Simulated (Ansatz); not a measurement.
**Interaction energy ladder**

The pair of H₃O⁺ (SMILES [OH3+], atoms 1–4) and CH₃F (SMILES CF, atoms 5–9), both closed shells, in one local arrangement (a lower one may exist), relaxed at PBE0-D4/def2-TZVP:

O1  (-0.153, 0.239, -1.866)
H2  (-0.820, -0.269, -2.355)
H3  (0.651, 0.355, -2.398)
H4  (0.030, -0.124, -0.884)
C5  (0.038, 0.011, 1.592)
F6  (0.283, -0.630, 0.319)
H7  (0.398, -0.693, 2.336)
H8  (-1.034, 0.174, 1.662)
H9  (0.606, 0.938, 1.594)
(Å)

Ansatz 0.2.0; basis: def2-TZVPPD, with def2-QZVPPD for the basis limit; cores frozen in the correlated methods. B3LYP uses VWN-RPA correlation. Extrapolation: Hartree–Fock as exp(−7.88 √X), correlation as X^−2.97. Interaction energies count from these two fragments, frozen as in the pair, with the counterpoise correction; negative means bound.

Question: What is the interaction energy by CCSD(T) at an estimated basis limit (MP2 extrapolated from triple and quadruple zeta, plus CCSD(T) − MP2 in triple zeta)? (To be estimated.)

Answer: Computed: -124.5 kJ/mol. Hartree–Fock alone gives -118.8 kJ/mol at the basis limit. It counts from the two fragments frozen as in the pair.

The same quantity by other methods in triple zeta, and each one's difference from that estimate:
| method | E_int (kJ/mol) | difference |
| --- | --- | --- |
| PBE-D4 | -126.3 | -1.8 |
| revPBE-D4 | -118.5 | 6.0 |
| BLYP-D4 | -122.6 | 1.9 |
| r2SCAN-D4 | -128.4 | -3.9 |
| B97M-V | -123.6 | 1.0 |
| PBE0-D4 | -128.8 | -4.3 |
| B3LYP-D4 | -127.0 | -2.4 |
| HSE06-D4 | -128.7 | -4.2 |
| wB97X-V | -125.3 | -0.7 |
| wB97M-V | -124.6 | -0.1 |
| B2PLYP | -124.0 | 0.5 |
| HF | -118.3 | 6.2 |
| MP2 | -121.2 | 3.3 |
| CCSD | -119.6 | 4.9 |
| CCSD(T) | -120.5 | 4.0 |
Differences are method less estimate.

Question: Which atoms make the shortest contact between the fragments?

Answer: H4 and F6, 1.33 Å apart.

Energy to bend the free fragments (PBE0-D4 minima) into their shapes in the pair, CCSD(T)/def2-TZVPPD: H₃O⁺ 14.6 kJ/mol; CH₃F 5.3 kJ/mol. This must be added to the interaction energy to get the binding energy from relaxed fragments.

Basis-set superposition shift (counterpoise-corrected less uncorrected): CCSD(T) 5.0; MP2 4.9; HF 0.4; PBE0-D4 0.4; wB97M-V 0.4 kJ/mol.

T1 diagnostic: at most 0.012.

For scale, one of the runs: CCSD(T)/def2-TZVPPD, 219 basis functions (an equivalent command: `ansatz run in.yaml --threads 4`). Hardware: 4 CPU threads, shared host. Wall time 19 s; peak host memory 3.5 GiB.
